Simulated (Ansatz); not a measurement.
**Worked example: correlation energy of InH, singlet**

Geometry: a point of a stretch scan, not a stationary point.

```csv
atom,x (Å),y (Å),z (Å)
In,0.0000,0.0000,0.0000
H,0.0000,0.0000,2.5630
```

Basis def2-TZVPP with its core potentials; Ansatz 0.2.0. Only valence electrons are correlated (noble-gas cores and the filled d shells of p-block atoms frozen), which leaves 4 electrons in 55 orbitals. Prefix R: restricted or restricted open-shell reference. No spin–orbit coupling is included; scalar relativity enters through the core potentials alone.

Full CI is exact within this basis and frozen core; it isn't the basis-set limit.

RCCSD has a T1 diagnostic of 0.027 and a largest doubles amplitude of 0.13.

Runs differ by some tens of microhartree through their thresholds, so steps under 0.03 kcal/mol mean nothing.

```json
{"level": "RHF", "total energy (hartree)": "-189.739840"}
{"level": "RMP2", "total energy (hartree)": "-189.795821"}
{"level": "RCCSD", "total energy (hartree)": "-189.816378"}
{"level": "RCCSD(T)", "total energy (hartree)": "-189.817991"}
{"level": "RCCSDT", "total energy (hartree)": "-189.818439"}
{"level": "RCCSDT(Q)", "total energy (hartree)": "-189.818500"}
{"level": "full CI", "total energy (hartree)": "-189.818510"}
```

Problem. What is the correlation energy at full CI, and what share of it do RMP2 and RCCSD recover?

Solution. E(corr) = -189.818510 − (-189.739840) = -0.078670 hartree = -2.141 eV. RMP2: -0.055981 / -0.078670 = 71.16 %. RCCSD: -0.076538 / -0.078670 = 97.29 %.

Problem. By how many kcal/mol does RCCSD(T) miss full CI (1 hartree = 627.509 kcal/mol), and which steps make up the rest?

Solution. -189.817991 − (-189.818510) = 0.000519 hartree = 0.33 kcal/mol. Steps: RCCSDT − RCCSD(T) = -0.28, RCCSDT(Q) − RCCSDT = -0.04, full CI − RCCSDT(Q) = -0.01 kcal/mol. That is within 1 kcal/mol of the reference in this basis, which itself misses far more of the correlation at the basis-set limit.
